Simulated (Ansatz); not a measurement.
Two shapes of singlet C2H6O.

Shape 1:

```xyz
9

C     0.0000    0.0000    0.0000
C     0.0000    0.0000    1.5200
O     0.0000    1.3600   -0.4419
H    -0.8818   -0.5183   -0.3766
H     0.8818   -0.5183   -0.3766
H     0.0000   -1.0275    1.8839
H     0.8898    0.5137    1.8839
H    -0.8898    0.5137    1.8839
H     0.0000    1.3853   -1.4066
```

Shape 2:

```xyz
9

C     0.0216   -0.0451   -0.0011
C    -0.0198    0.0390    1.5442
O    -0.0204    1.3342   -0.4043
H    -0.8630   -0.5064   -0.4214
H     0.8492   -0.4827   -0.3896
H     0.0382   -1.0146    1.9135
H     0.8505    0.5446    1.8856
H    -0.8451    0.5173    1.9059
H    -0.0008    1.4240   -1.3750
```

Basis set: 6-31G* (spherical functions). Correlated methods keep 3 orbitals frozen. Charge 0, multiplicity 1.

Computed with Ansatz (development build ahead of 0.2.0); each method stands on the lowest determinant of its kind that the runs found.

Q: Which shape is lower in energy, and by how much in each method?

A:

```csv
method,E(2) − E(1) (eV)
RHF,0.345
RHF-MP2,0.380
```

Shape 1 is lower.
